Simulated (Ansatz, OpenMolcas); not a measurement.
A ladder of methods for SiNH4 (SMILES [NH][SiH3])

SiNH4 has 6 atoms, charge 0, and is taken as a doublet. SMILES: `[NH][SiH3]`. The shape is that of a PBE0-D4/def2-TZVP optimisation.

| atom | x (Å) | y (Å) | z (Å) |
| --- | --- | --- | --- |
| N | 0.5921 | -0.8352 | 0.9095 |
| Si | -0.2037 | 0.3476 | -0.1100 |
| H | 0.9228 | -1.6407 | 0.3727 |
| H | -1.3106 | -0.2823 | -0.8855 |
| H | 0.7895 | 0.9118 | -1.0689 |
| H | -0.7481 | 1.4348 | 0.7362 |

Each level gives the vertical energy of the quartet above the doublet (eV). The values are calculated.

```csv
level,kind,program,value (eV),less CCSD(T)/def2-TZVP,CPU time (all runs)
UHF/def2-TZVP,Hartree–Fock,OpenMolcas,6.10,-0.52,19 s
USVWN5/def2-TZVP,LDA,OpenMolcas,5.93,-0.69,55 s
UPBE/def2-TZVP,GGA,OpenMolcas,6.02,-0.60,85 s
UM06-L/def2-TZVP,meta-GGA,OpenMolcas,6.60,-0.02,2.1 min
UB3LYP/def2-TZVP,global hybrid,OpenMolcas,6.39,-0.23,88 s
ROCCSD(T)/def2-TZVP,coupled cluster or CI,OpenMolcas,6.62,0.00,72 s
FCI/STO-3G,exact in the basis,Ansatz,9.75,+3.13,9.2 s
```

Differences are taken from ROCCSD(T)/def2-TZVP for orientation; it has basis-set and higher-order errors of its own. The values span 5.93 to 9.75 eV. High-level rows in very small sets aren't better than simpler rows in larger ones. Times are those of the runs behind each value, whatever else they computed, on shared processors of several kinds: orders of magnitude only.
